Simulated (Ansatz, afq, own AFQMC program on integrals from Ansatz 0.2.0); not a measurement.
# AuSiH₃, singlet in def2-SVP, levels against CCSDT(Q)

```yaml
atoms:
  - { symbol: Au, position_ang: [-0.3188, 0.0021, 0.0018] }
  - { symbol: Si, position_ang: [1.9697, -0.0127, -0.0110] }
  - { symbol: H, position_ang: [2.4639, -1.4148, -0.0088] }
  - { symbol: H, position_ang: [2.4842, 0.6879, 1.1951] }
  - { symbol: H, position_ang: [2.4705, 0.6792, -1.2279] }
```

Connectivity, by distances: Au–SiH3.

Basis def2-SVP with its core potentials. Noble-gas cores (and the filled d shells of Ga–Kr and In–Xe) are frozen. Integrals, coupled cluster, full CI and functionals: Ansatz 0.2.0; the random walks run on the same integrals in our own AFQMC program. The CISD trial takes its coefficients from CCSD amplitudes. Released means that phaseless walkers are propagated on without the constraint, phases kept. ± is one standard error of the sampling. No spin–orbit coupling. The metal's outer-core s and p shells are frozen, which shifts wave-function levels against functionals.

Determinant: RHF, the one that the program's search chose, which needn't be the lowest solution. The geometry is a point of a scan.

No full CI on the walks' own integrals is used here; CCSDT(Q) serves as the reference and is uncertain by about the last step of the cluster series.

Cautions: no spin-orbit coupling; outer-core shells of the metal frozen; higher spins were not checked.

* T1 diagnostic: 0.0225
* weight of the determinant in the CISD state: 0.846
* size of the correlated space: 18 electrons in 56 orbitals

Problem. Estimate: order these by the size of their error in total energy against CCSDT(Q), smallest first.
A. phaseless AFQMC with the Hartree–Fock trial
B. CCSD
C. phaseless AFQMC with a CISD trial
D. MP2

Solution. C (0.35 ± 0.23 mEh), A (5.97 ± 1.17 mEh), B (10.76 mEh), D (14.64 mEh).

Reference: CCSDT(Q), correlation energy -11.272 eV.

A walk keeps the symmetry of its determinant, which the program's search chose and which needn't be the lowest solution, so a lower state of the same spin and another symmetry isn't excluded.
